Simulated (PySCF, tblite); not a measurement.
# C5H5S radical: geometry, infrared bands and EPR parameters

Aim: predict the infrared bands and EPR parameters of C5H5S radical (`[CH2]C#CC(C)=S`).

Programs: tblite 0.8.0 and PySCF 2.14.0, with density-fitted response routines of our own. Each step states its level of theory. These are calculated values for one molecule in the gas phase, unless marked as measured. Atoms are numbered from 0 throughout.

### 1 The molecule as given

11 atoms, charge 0, multiplicity 2; geometry from: force field or distance geometry start.

Bonds of the start (Å): C0–C1 1.43, C1–C2 1.19, C2–C3 1.45, C3–C4 1.49, C3–S5 1.66, C0–H6 1.08, C0–H7 1.07, C4–H8 1.09, C4–H9 1.10, C4–H10 1.10.

### 2 Optimising the geometry with GFN2-xTB

What the job is given:

```
{"job": {"kind": "relax", "xc": "GFN2-xTB", "basis": "xTB"}, "charge": 0, "multiplicity": 2}
C      2.892600    -0.101400     0.069400
C      1.492800     0.107800     0.255900
C      0.330600     0.274400     0.438600
C     -1.093900     0.483600     0.617700
C     -2.047200    -0.333100    -0.192100
S     -1.568800     1.551900     1.802700
H      3.602700     0.435800     0.679700
H      3.241400    -0.778700    -0.687400
H     -2.108300    -1.346300     0.214300
H     -3.050600     0.110300    -0.208300
H     -1.685900    -0.401600    -1.231600
```

Run with:

```sh
$ OMP_NUM_THREADS=1 python probes_run.py task.json out
```

The driver reads the jobs from task.json and runs them one after another.

**Question.** This job is followed by: GFN2-xTB harmonic vibrations, gas phase; PBE0-D3(BJ)/def2-SVP geometry optimisation, gas phase; UKS B3LYP, IGLO-III on C S, pcH-1 on H, non-relativistic, mean-field spin-orbit, GIAO. What will the session give for the following? strongest single infrared mode (GFN2-xTB); zero-point energy (GFN2-xTB); point group; rotational constants (main isotopes); g(iso) (B3LYP); ⟨S²⟩; largest a(iso) (averaged by class); surface potential, 1st and 99th percentile; property runs in this session.

As calculated:

| quantity | value |
| --- | --- |
| strongest single infrared mode (GFN2-xTB) | 1138 cm⁻¹, 36 km/mol |
| zero-point energy (GFN2-xTB) | 47.9 kcal/mol |
| point group | C1 |
| rotational constants (main isotopes) | 5.81, 1.53, 1.22 GHz |
| g(iso) (B3LYP) | 2.02659 |
| ⟨S²⟩ | 0.800 (exact 0.75) |
| largest a(iso) (averaged by class) | 13C on C1, -50.0 MHz |
| surface potential, 1st and 99th percentile | -1.14 V and 1.24 V |
| property runs in this session | 1, of which 0 failed and 1 gave unsound results |

What this shows: Over 40 steps the energy fell by 0.498 eV; of the close pairs, C0–C1 changed most, 1.428 to 1.322 Å (GFN2-xTB). The lowest mode is imaginary (33i cm⁻¹), so the xTB geometry is not a minimum. The strongest single mode, at 1138 cm⁻¹, moves mainly C3. GFN2-xTB is a fitted tight-binding method: band positions and strengths are rough. Its intensities can rank the bands wrongly. The optimisation took 5 steps and gained 0.071 eV; among the close pairs (by a distance rule), C2–C3 changed most, from 1.348 to 1.383 Å (PBE0/def2-SVP). The largest spin populations lie on C0 (0.56 e), S5 (0.49 e), C2 (0.41 e). The isotropic g lies 24.3 ppt above the free-electron value. These values are not to be trusted: the run shows a large g shift, which the driver flags as unsure.
